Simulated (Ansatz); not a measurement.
C3H7S (`CC(C)[S]`) radical at its PBE0-D4/def2-TZVP geometry, where that method's forces vanish. The species carries charge 0 and has multiplicity 2.

```
atom   x (Å)   y (Å)   z (Å)
  C1   0.559  -0.341  -1.119
  C2  -0.260   0.483  -0.137
  C3  -0.395  -0.191   1.220
  S4   0.326   2.179  -0.007
  H5   0.605   0.140  -2.096
  H6   1.582  -0.466  -0.754
  H7   0.122  -1.337  -1.237
  H8  -1.268   0.630  -0.558
  H9  -0.834  -1.186   1.108
 H10   0.585  -0.308   1.689
 H11  -1.023   0.396   1.891
```

(1) For each bond, give half the difference of the two atoms' forces along it (eV/Å; positive pushes the atoms apart) under PBE-D4, r2SCAN-D4, B3LYP-D4, ωB97M-V in def2-TZVPP. (Estimate.)

## Answers

(1) Ansatz gave: 
```csv
bond,length (Å),PBE-D4,r2SCAN-D4,B3LYP-D4,ωB97M-V
C1–C2,1.521,0.02,0.10,0.14,0.14
C1–H5,1.090,0.08,-0.05,-0.08,-0.07
C1–H6,1.093,0.12,-0.03,-0.06,-0.07
C1–H7,1.094,0.09,-0.04,-0.07,-0.08
C2–C3,1.521,0.02,0.10,0.14,0.14
C2–S4,1.799,0.09,0.10,0.21,0.00
C2–H8,1.101,0.19,-0.04,-0.13,-0.14
C3–H9,1.094,0.09,-0.04,-0.07,-0.08
C3–H10,1.093,0.12,-0.03,-0.06,-0.07
C3–H11,1.090,0.08,-0.05,-0.08,-0.07
```

B3LYP here is the variant with VWN-RPA as its local correlation; programs differ in this.
